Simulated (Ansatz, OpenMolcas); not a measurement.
**Ansatz → OpenMolcas**

Ansatz 0.2.0 runs this on AlHCl2 (SMILES [H][Al]([Cl])[Cl]):

in.yaml:
```yaml
crystal:
  periodic: [false, false, false]
  atoms:
    - symbol: Al
      position_ang: [-2.067301, 0.021278, -0.015120]
    - symbol: Cl
      position_ang: [1.971850, -0.182600, 0.014280]
    - symbol: Cl
      position_ang: [-3.115231, 1.751828, -0.030530]
    - symbol: H
      position_ang: [-2.847961, -1.284692, -0.012720]
basis:
  gaussian:
    orbitals: STO-3G
accuracy: high
hamiltonian:
  xc: hf
```

```bash
$ ansatz run in.yaml --threads 1 --pin off --max-ram 2610MiB --events-out events.jsonl --progress --plain --runs-dir runs
```

The Cl2–Al1 distance was set to 4.044 Å, away from the relaxed value.

It gives a total energy of -1148.666184 Eh.

Translate the job to OpenMolcas 26.06 as an input file of the program's own.

This input was run:

run.input:
```
* AlCl2H Hartree-Fock
>>> EXPORT MOLCAS_PRINT=2

&GATEWAY
  BasLib = $CurrDir
  Coord
  4
  angstrom
  Al      -2.067301       0.021278      -0.015120
  Cl       1.971850      -0.182600       0.014280
  Cl      -3.115231       1.751828      -0.030530
  H       -2.847961      -1.284692      -0.012720
  Basis = STO-3G
  Group = NoSym

&SEWARD

&SCF
  Thresholds = 1e-10 1e-07 1e-07 1e-05
  PrOrbitals = 1 1
```

```bash
$ export MOLCAS_MEM=1860
$ pymolcas run.input > run.log
```

(Basis files named in the input come from the Basis Set Exchange and aren't shown.)

Its energy is -1148.666184 Eh, 0.000 mEh from the first.
